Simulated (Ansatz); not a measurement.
# AlNH3 (quartet): wave-function methods side by side at distance Al1–H4 along a hydrogen transfer = 1.991 Å, cc-pVDZ

How much of the correlation energy of AlNH3 (quartet) does each wave-function method recover here?

The runs use Ansatz 0.2.0, Gaussian basis; cc-pVDZ, core rule «outside noble gas», up to 6 orbitals frozen.

To be run: UHF; CCSD(T) on ROHF; CCSD(T) on UHF; BCCD(T) on ROHF; CISD; CCSDT(Q) on ROHF; CCSDT(Q) on UHF; CASSCF and MRCISD+Q, 5 electrons in 5 orbitals; CASSCF and NEVPT2, 5 electrons in 5 orbitals.

20 further runs of the same task are left out: 9 for a known fault of the program, 11 that didn't finish.

## Step 1: The system

The geometry derives from fragments relaxed apart (PBE0/def2-TZVP) and kept rigid, so it is no stationary point. A hydrogen atom is moved between rigid fragments.

5 atoms, charge 0, spin multiplicity 4.

Atoms are counted from 1 here; the program's logs count them from 0.

Bond lengths: Al1–H2 1.586 Å, Al1–H3 1.586 Å, H4–N5 1.040 Å. Angles: H2–Al1–H3 120.0°.

As a file:

| atom | x (Å) | y (Å) | z (Å) |
| --- | --- | --- | --- |
| Al1 | -0.97389 | 0.00000 | 0.00000 |
| H2 | -1.76681 | 1.37338 | 0.00000 |
| H3 | -1.76681 | -1.37338 | 0.00000 |
| H4 | 1.01711 | 0.00000 | 0.00000 |
| N5 | 2.05712 | 0.00000 | 0.00000 |

## Step 2: UHF

Contents of in.yaml:

```yaml
crystal:
  periodic: [false, false, false]
  atoms:
    - {symbol: Al, position_ang: [-0.973885, 0.000000, 0.000000]}
    - {symbol: H, position_ang: [-1.766809, 1.373384, 0.000000]}
    - {symbol: H, position_ang: [-1.766809, -1.373384, 0.000000]}
    - {symbol: H, position_ang: [1.017115, 0.000000, 0.000000]}
    - {symbol: N, position_ang: [2.057115, 0.000000, 0.000000]}
basis:
  gaussian: {orbitals: cc-pVDZ}
magnetization: {spin_polarized: true, initial_magnetization: 3}
hamiltonian: {xc: hf}
output: {orbitals: {seedname: orbitals}}
```

Started as:

```bash
$ ansatz run in.yaml --threads 1 --pin off --events-out ev --progress --plain --max-ram 2393MiB
```

After this run come: CCSD(T) on ROHF; CCSD(T) on UHF; BCCD(T) on ROHF; CISD; CCSDT(Q) on ROHF; CCSDT(Q) on UHF; CASSCF and MRCISD+Q, 5 electrons in 5 orbitals; CASSCF and NEVPT2, 5 electrons in 5 orbitals.

**Question.** What will the summary of the whole plan be? Wanted: UCCSDT(Q) below the RHF energy; RMP2 from UCCSDT(Q); UMP2 from UCCSDT(Q); RCCSD from UCCSDT(Q); RCCSD(T) from UCCSDT(Q); UCCSD(T) from UCCSDT(Q); RCCSDT(Q) from UCCSDT(Q); NEVPT2 pair from UCCSDT(Q); MRCISD+Q pair from UCCSDT(Q).

The runs gave:

| quantity | value |
| --- | --- |
| UCCSDT(Q) below the RHF energy | -5.9764 eV |
| RMP2 from UCCSDT(Q) | +114.2 kJ/mol |
| UMP2 from UCCSDT(Q) | +114.7 kJ/mol |
| RCCSD from UCCSDT(Q) | +11.9 kJ/mol |
| RCCSD(T) from UCCSDT(Q) | +2.8 kJ/mol |
| UCCSD(T) from UCCSDT(Q) | +2.7 kJ/mol |
| RCCSDT(Q) from UCCSDT(Q) | +0.2 kJ/mol |
| NEVPT2 pair from UCCSDT(Q) | +111.2 kJ/mol |
| MRCISD+Q pair from UCCSDT(Q) | +2.2 kJ/mol |
| levels within 1 kcal/mol (43 meV) | RCCSD(T), UCCSD(T), BCCD(T), RCCSDT, UCCSDT, RCCSDT(Q), MRCISD+Q pair |
| T1 diagnostic | 0.022 |

**Reading.** RCCSD(T) misses by +2.8 kJ/mol, 0.5 % of the correlation energy. Of the multireference levels listed MRCISD+Q pair comes nearest in total energy (+2.2 kJ/mol), which doesn't show that its space is the better one. These misses are within one basis, not against nature; the frozen cores of restricted and unrestricted runs differ, which can shift their rows.
